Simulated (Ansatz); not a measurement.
# C4H5F: a ladder of functionals and wavefunction methods

One table from this session's results is given with a row withheld; the runs are named, their logs left out.

The runs use Ansatz 0.2.0, Gaussian basis; functionals in def2-TZVPP, the program's frozen cores in correlated methods.

Levels to be run: LDA (SPW92), PBE-D4, revPBE-D4, BLYP-D4, r2SCAN-D4, B97M-V, PBE0-D4, B3LYP-D4, r2SCANh-D4, r2SCAN0-D4, HSE06-D4, BHLYP-D4, CAM-B3LYP-D4, LC-ωPBE, ωB97X-V, ωB97M-V, B2PLYP, PBE-QIDH; CCSD(T)/def2-SVP; CCSD(T)/def2-TZVPP; MP2/def2-QZVPP; extrapolation to the limit; RPA on PBE.

**Structure used throughout**

All runs share one geometry, relaxed beforehand with PBE0-D4 in a triple-zeta def2 set.

SMILES `CC1C=C1F`, 10 atoms, charge 0, spin multiplicity 1.

Atoms are counted from 1 here; the program's logs count them from 0.

Bond lengths: C1–C2 1.509 Å, C1–H6 1.094 Å, C1–H7 1.093 Å, C1–H8 1.094 Å, C2–C3 1.549 Å, C2–C4 1.461 Å, C2–H9 1.094 Å, C3–C4 1.281 Å, C3–H10 1.075 Å, C4–F5 1.310 Å. Angles: C2–C1–H6 111.1°, C2–C1–H7 110.9°, C2–C1–H8 110.9°, H6–C1–H7 108.2°, H6–C1–H8 107.4°, H7–C1–H8 108.2°, C1–C2–C3 121.3°, C1–C2–C4 122.8°, C1–C2–H9 113.4°, C3–C2–C4 50.3°, C3–C2–H9 116.9°, C4–C2–H9 118.1°, C2–C3–C4 61.3°, C2–C3–H10 144.5°, C4–C3–H10 154.1°, C2–C4–C3 68.4°, C2–C4–F5 143.6°, C3–C4–F5 147.9°.

As a file:

```xyz
10
C4H5F
C    -0.90019   -0.87707   -0.29141
C    -0.01384    0.03342    0.52191
C     1.42360    0.38025    0.06065
C     0.52266    1.28841   -0.00051
F     0.20646    2.51851   -0.32047
H    -1.95722   -0.65370   -0.12011
H    -0.69724   -0.76554   -1.35922
H    -0.73813   -1.92394   -0.01988
H    -0.18169   -0.04638    1.60047
H     2.41869   -0.00516   -0.06863
```

The first run:

The input, in.yaml:

```yaml
crystal:
  periodic: [false, false, false]
  atoms:
    - {symbol: C, position_ang: [-0.900193, -0.877067, -0.291410]}
    - {symbol: C, position_ang: [-0.013838, 0.033418, 0.521907]}
    - {symbol: C, position_ang: [1.423597, 0.380248, 0.060652]}
    - {symbol: C, position_ang: [0.522661, 1.288409, -0.000512]}
    - {symbol: F, position_ang: [0.206462, 2.518514, -0.320473]}
    - {symbol: H, position_ang: [-1.957217, -0.653700, -0.120108]}
    - {symbol: H, position_ang: [-0.697244, -0.765536, -1.359221]}
    - {symbol: H, position_ang: [-0.738133, -1.923943, -0.019877]}
    - {symbol: H, position_ang: [-0.181685, -0.046384, 1.600471]}
    - {symbol: H, position_ang: [2.418689, -0.005157, -0.068629]}
basis:
  gaussian: {orbitals: def2-TZVPP}
hamiltonian: {xc: lda}
output: {orbitals: {seedname: orbitals}}
```

Run with:

```
$ ansatz run in.yaml --threads 2 --pin off --events-out ev --progress --plain --max-ram 4352MiB
```

Among the steps run: LDA; PBE-D4 (GGA); revPBE-D4 (GGA); BLYP-D4 (GGA); r2SCAN-D4 (meta-GGA); B97M-V (meta-GGA); PBE0-D4 (hybrid); B3LYP-D4 (hybrid); r2SCANh-D4 (hybrid); r2SCAN0-D4 (hybrid); HSE06-D4 (hybrid); BHLYP-D4 (hybrid); CAM-B3LYP-D4 (range-separated); LC-ωPBE (range-separated); ωB97X-V (range-separated); ωB97M-V (range-separated); B2PLYP (double hybrid); PBE-QIDH (double hybrid).

One table of the session follows, with a row left open; its other results are not shown here.

It belongs to the step «Frontier levels by functional». 

| functional | HOMO (eV) | LUMO (eV) | gap (eV) |
| --- | --- | --- | --- |
| LDA (SPW92) | -6.21 | -0.84 | 5.38 |
| PBE-D4 | ? | ? | ? |
| revPBE-D4 | -5.98 | -0.45 | 5.53 |
| BLYP-D4 | -5.91 | -0.45 | 5.46 |
| r2SCAN-D4 | -6.23 | -0.27 | 5.96 |
| B97M-V | -6.29 | -0.19 | 6.10 |
| PBE0-D4 | -7.25 | 0.50 | 7.75 |
| B3LYP-D4 | -7.04 | 0.23 | 7.27 |
| r2SCANh-D4 | -6.69 | 0.11 | 6.80 |
| r2SCAN0-D4 | -7.38 | 0.67 | 8.05 |
| HSE06-D4 | -6.85 | 0.12 | 6.96 |
| BHLYP-D4 | -8.34 | 1.60 | 9.93 |
| CAM-B3LYP-D4 | -8.62 | 1.63 | 10.25 |
| LC-ωPBE | -9.97 | 2.90 | 12.87 |
| ωB97X-V | -9.59 | 2.79 | 12.38 |
| ωB97M-V | -9.49 | 2.63 | 12.12 |

Estimate the missing values for PBE-D4.

As computed: HOMO (eV): -6.04; LUMO (eV): -0.56; gap (eV): 5.48. In the column «HOMO (eV)» it lies between LDA (SPW92) (-6.21) and revPBE-D4 (-5.98).
